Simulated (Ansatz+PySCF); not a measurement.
A calculation with PySCF 2.14.0.

```python
from pyscf import gto, scf

mol = gto.M(atom="""
C 0.000000 0.026340 -0.820420
C 0.000000 -0.026340 0.820420
O 0.000000 1.149400 -1.465880
O 0.000000 -1.149400 1.465880
H 0.000000 -1.058540 -1.352560
H 0.000000 1.058540 1.352560
""", basis='def2-svp', charge=0, spin=0)
mf = scf.RHF(mol)
mf.init_guess = '1e'
mf.kernel()
while True:  # follow internal instabilities
    mo, _, stable, _ = mf.stability(return_status=True)
    if stable: break
    mf.kernel(mf.make_rdm1(mo, mf.mo_occ))
print(mf.converged, mf.e_tot, mf.spin_square()[0])
```

The script is written out from the run's settings.

Results

```yaml
Converged: yes
Total_energy: -226.34691 hartree
Spin_squared_of_the_determinant: 0.000
```

Caution: an unrestricted determinant lies well below.
